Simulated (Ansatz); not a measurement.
CH4Si, SMILES C[SiH], an active-space calculation

Computed with the Python package of Ansatz (0.2.0).

The cells in order, each with its output:

**Cell 1**
```python
import ansatz as az
from ase import Atoms
```

**Cell 2**
```python
BASIS = "6-31G*"
```

**Cell 3**
```python
atoms = Atoms(["C", "Si", "H", "H", "H", "H"], positions=[
    (-0.14285, -0.38469, -0.43893),
    (0.76864, 0.3435, 1.06294),
    (-1.19993, -0.51693, -0.21789),
    (0.26747, -1.35059, -0.71579),
    (-0.05776, 0.27762, -1.29798),
    (0.36443, 1.6311, 1.60766),
])
mol = az.Crystal.molecule_from_ase(atoms)

calculation = mol.calculation()
calculation = calculation.basis(gaussian=BASIS).correlation(active_electrons=4, active_orbitals=5)
for method in [None, "sc_nevpt2"]:
    r = (calculation if method is None else calculation.correlation(method)).run(threads=1, pin="off").report
    space = r["configurations"]
    state = space["states"][0]
    print(method or "casscf", f"total {r['free_energy_ev'] / 27.211386246:.6f} Ha, active-space state {state['energy']['hartree']:.6f} Ha, mean field {r['reference_energy_ev'] / 27.211386246:.6f} Ha")
    print("  determinants", state["n_determinants"], " natural occupations", [round(n, 3) for n in space["natural_occupations"]])
```
Output:
```text
casscf total -329.069254 Ha, active-space state -329.069254 Ha, mean field -329.027757 Ha
  determinants 100  natural occupations [1.983, 1.898, 0.086, 0.017, 0.016]
RunWarning: the results are in doubt because another end's mean lies 0.001 eV lower, and its corrected mean 0.002 eV higher
sc_nevpt2 total -329.233641 Ha, active-space state -329.069193 Ha, mean field -329.027757 Ha
  determinants 100  natural occupations [1.984, 1.898, 0.086, 0.016, 0.016]
```

What to keep in mind:
- Total energies depend on the basis set; only differences at equal settings carry meaning.
- Warnings are shown shortened and without file and line.
- The geometry is a force-field or estimated start, not a minimum of this method, and the basis set is short of its limit. The active space starts as a window about the frontier orbitals and is then optimised, not chosen by chemistry.
- A lower CASSCF solution was found and passed over, so the printed active-space state isn't the lowest.
- It ran for 4.7 s on 1 thread of Intel(R) Xeon(R) Platinum 8488C (Sapphire Rapids) (shared host), peak memory 0.17 GiB.

(Lines on the test bed's own set-up are left out of the output.)
